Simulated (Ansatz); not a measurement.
# HO (quartet): wave-function methods side by side, def2-QZVPP

One table from this session's results is given with a row withheld; the runs are named, their logs left out.

The runs use Ansatz 0.2.0, Gaussian basis; def2-QZVPP, core rule «outside noble gas», up to 1 orbitals frozen.

The runs, in order: UHF; ROHF; CCSD(T) on UHF.

2 further runs of the same task are left out: 1 that didn't finish, 1 set aside as unsound or not needed.

## What is computed

The geometry is a PBE0/def2-TZVP stationary point (not a proven minimum) of the parent state, kept for this charge and spin.

2 atoms, charge 0, spin multiplicity 4.

Atoms are counted from 1 here; the program's logs count them from 0.

Bond lengths: O1–H2 1.035 Å.

The first run:

The input, in.yaml:

```yaml
crystal:
  periodic: [false, false, false]
  atoms:
    - {symbol: O, position_ang: [0.000000, 0.000000, 0.000000]}
    - {symbol: H, position_ang: [0.000000, 0.000000, 1.035200]}
basis:
  gaussian: {orbitals: "def2-QZVPP.json"}
magnetization: {spin_polarized: true, initial_magnetization: 3}
hamiltonian: {xc: hf}
output: {orbitals: {seedname: orbitals}}
```

Command:

```
$ ansatz run in.yaml --threads 1 --pin off --events-out ev --progress --plain --max-ram 2393MiB
```

Among the steps run: UHF; ROHF; CCSD(T) on UHF.

One table of the session follows, with a row left open; its other results are not shown here.

It belongs to the step «Misses and costs». 

| method | from UCCSD(T) (kJ/mol) |
| --- | --- |
| ROHF | ? |
| UHF | +492.2 |
| UMP2 | +55.9 |
| UCCSD | +11.1 |
| UCCSD(T) | 0 |

Estimate the missing values for ROHF.

As computed: from UCCSD(T) (kJ/mol): +513.1. In the column «from UCCSD(T) (kJ/mol)» it is the highest.
